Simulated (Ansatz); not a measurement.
# Reading a saddle point

A first-order saddle point of C2H8Si, closed shell, PBE0-D4/def2-TZVP, with one imaginary mode of 1049i cm⁻¹:

```
atom    x (Å)    y (Å)    z (Å)
 Si1  -0.7583   0.8413  -0.4888
  H2   0.7056   0.5285  -1.0671
  H3  -1.2440  -0.3480  -1.2555
  H4  -1.8425   1.8139  -0.9187
  H5  -0.0981   1.7184   0.5276
  C6  -0.0814  -0.7229   0.8886
  C7   1.0253  -0.6031   0.0426
  H8  -0.0452  -0.2789   1.8743
  H9  -0.7526  -1.5623   0.7672
 H10   1.8993  -0.0505   0.3688
 H11   1.1920  -1.3363  -0.7389
```

Ansatz 0.2.0; basis: def2-TZVPP and def2-QZVPP; cores frozen in the correlated methods. Extrapolation: Hartree–Fock as exp(−7.88 √X), correlation as X^−2.97.

Question: Which contacts change along the imaginary mode, and what lies on either side? (Judge from chemistry; the calculation decides.)

Answer: Computed: The step is C₂H₄ (C=C) + SiH₄ → C₂H₈Si (CC[SiH3]), with the molecules in contact on both sides. Shortening one way: Si1–C6, H2–C7; lengthening the same way: Si1–H2.
```json
{"pair": "Si1–C6", "one side (Å)": "3.72", "saddle (Å)": "2.19", "other side (Å)": "1.88"}
{"pair": "H2–C7", "one side (Å)": "3.23", "saddle (Å)": "1.62", "other side (Å)": "1.09"}
{"pair": "Si1–H2", "one side (Å)": "1.48", "saddle (Å)": "1.60", "other side (Å)": "3.06"}
```

Question: Which side is lower, and how far does the saddle lie above each? (To be estimated.)

Answer: By the calculation: The side with Si1–C6, H2–C7 short is lower by 1.342 eV; the saddle lies 3.615 eV above it and 2.272 eV above the other (CCSD(T) at an estimated basis limit (MP2 extrapolated from triple and quadruple zeta, plus CCSD(T) − MP2 in triple zeta); electronic energies).

T1 diagnostic: at most 0.017.

For scale, one of the runs: CCSD(T)/def2-TZVPP, 216 basis functions, launched by `ansatz run in.yaml --threads 2 --pin off --events-out ev --progress --plain --max-ram 4352MiB`. The run took 74 s on 2 CPU threads of an Arm Neoverse V1 (shared host), with 3.1 GiB of host memory at its peak.
